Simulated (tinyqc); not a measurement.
Ways to converge the cycle: SCF convergence aids in the sto-3g basis, for LiH, spin multiplicity 3. Computed by the program tinyqc with PySCF. UHF with one setting changed at a time; a run stops when the energy changes by less than 1e-09 hartree and the error matrix is below 1e-5. The start is random orbitals. Damping d keeps d of the old density; a shift (hartree) raises the virtual levels; DIIS n extrapolates F over n matrices.

Geometry (angstrom):

| atom | x | y | z |
|---|---|---|---|
| Li | 0.0000 | 0.0000 | 0.0000 |
| H | 0.0000 | 0.0000 | 1.7990 |

lowest solution found by these runs and by PySCF with stability checks = -7.773133 hartree

Largest element of the error matrix X^T (FDS - SDF) X:

| iteration | plain | damping 0.3 | damping 0.6 | shift 0.4 | DIIS 3 | DIIS 8 |
|---|---|---|---|---|---|---|
| 1 | 1.2e+00 | 1.2e+00 | 1.2e+00 | 1.2e+00 | 1.2e+00 | 1.2e+00 |
| 2 | 1.2e-01 | 3.5e-01 | 6.6e-01 | 2.3e-01 | 1.2e-01 | 1.2e-01 |
| 3 | 5.7e-02 | 1.3e-01 | 4.0e-01 | 1.6e-01 | 5.4e-02 | 5.4e-02 |
| 4 | 3.6e-02 | 5.6e-02 | 2.5e-01 | 1.1e-01 | 2.7e-02 | 2.7e-02 |
| 5 | 2.4e-02 | 4.0e-02 | 1.6e-01 | 7.0e-02 | 1.4e-02 | 1.4e-02 |
| 6 | 1.8e-02 | 3.0e-02 | 1.0e-01 | 4.2e-02 | 1.6e-02 | 1.6e-02 |
| 8 | 1.7e-02 | 2.0e-02 | 4.5e-02 | 2.2e-02 | 3.8e-03 | 1.0e-03 |
| 10 | 2.2e-02 | 1.6e-02 | 3.0e-02 | 2.1e-02 | 3.7e-04 | 1.3e-05 |
| 14 | 1.7e-02 | 2.2e-02 | 1.9e-02 | 2.2e-02 | 8.0e-05 | - |
| 20 | 5.7e-03 | 1.7e-02 | 1.7e-02 | 2.3e-02 | - | - |
| 30 | 7.0e-04 | 4.7e-03 | 2.1e-02 | 1.7e-02 | - | - |
| 45 | 2.9e-05 | 5.5e-04 | 8.5e-03 | 5.6e-03 | - | - |
| 60 | - | 6.4e-05 | 2.7e-03 | 1.6e-03 | - | - |

How each run ends:

| run | iterations | E (hartree) | state |
|---|---|---|---|
| plain | 51 | -7.77313 | lowest found |
| damping 0.3 | >60 | -7.77313 | falls steadily but slowly, by a factor of about 0.87 a step |
| damping 0.6 | >60 | -7.77291 | falls steadily but slowly, by a factor of about 0.92 a step |
| shift 0.4 | >60 | -7.77306 | falls steadily but slowly, by a factor of about 0.92 a step |
| DIIS 3 | 16 | -7.71828 | higher |
| DIIS 8 | 11 | -7.71828 | higher |

What does the comparison show, and why?

1 of 6 runs reach the lowest solution found, in 51 to 51 iterations (fastest: plain). Ending on a higher stationary point: DIIS 3, DIIS 8; a small error matrix cannot reveal that, and an occupation fixed by the start is kept by symmetry or by the shape of the basin. Not converged: damping 0.3, damping 0.6, shift 0.4. Plain steps already contract here, so damping only slows them. DIIS minimises the error, not the energy, so it can stall or settle near a saddle, and its small system turns near-singular when few rotations are active.
